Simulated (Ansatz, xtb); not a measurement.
**Two isomers of H3SSi**

Structure I: `[SiH3][S]`, a doublet. Structure II: `[SiH2]S`, a doublet. Both are isolated molecules in the gas phase, relaxed with B3LYP/6-31G*; each stands in its lowest conformer found.

Quicker runs give these differences E(II) − E(I): GFN2-xTB +0.651 eV; HF/STO-3G +0.911 eV (at GFN2-xTB geometries); r2SCAN-D4/def2-SVP −0.077 eV (at GFN2-xTB geometries).

Estimate E(II) − E(I) at the level CCSD(T)/def2-TZVP.

Calculated at CCSD(T)/def2-TZVP: E(II) − E(I) = +0.087 eV, so structure I lies lower.

The same difference at several levels:

| level | geometry | E(II) − E(I) (eV) | departure from the last row (eV) | job, with rough time for the two |
| --- | --- | --- | --- | --- |
| GFN2-xTB | GFN2-xTB | +0.651 | +0.564 | optimisation, 0.096 s |
| HF/STO-3G | GFN2-xTB | +0.911 | +0.824 | single point, 0.28 s |
| r2SCAN-D4/def2-SVP | GFN2-xTB | −0.077 | −0.163 | single point, 9.3 s |
| B3LYP/6-31G* | B3LYP/6-31G* | +0.139 | +0.052 | optimisation, 23 s |
| HF/def2-TZVP | B3LYP/6-31G* | +0.358 | +0.272 | part of the CCSD(T) run |
| MP2/def2-TZVP | B3LYP/6-31G* | −0.007 | −0.094 | part of the CCSD(T) run |
| CCSD(T)/def2-TZVP | B3LYP/6-31G* | +0.087 |  | single point, 12 s |

As drawn, II has 1 S–H in place of 1 Si–H.

r2SCAN-D4/def2-SVP puts the two in the other order. MP2/def2-TZVP finds them nearly level. The largest departure from CCSD(T)/def2-TZVP is that of HF/STO-3G, 0.824 eV.

With harmonic frequencies from B3LYP/6-31G* (ideal gas, rigid rotor, one conformer each, 298.15 K, 1 atm): the zero-point term adds −0.012 eV; ΔH is +0.083 and ΔG +0.070 eV.

Open shells are spin-unrestricted. The correlated steps freeze 10 core orbitals. Mirror images aren't counted in ΔG. Programs: Ansatz 0.2.0, xtb 6.7.1; the last row on 1 thread of Intel(R) Xeon(R) 6975P-C (Granite Rapids) on a shared host.
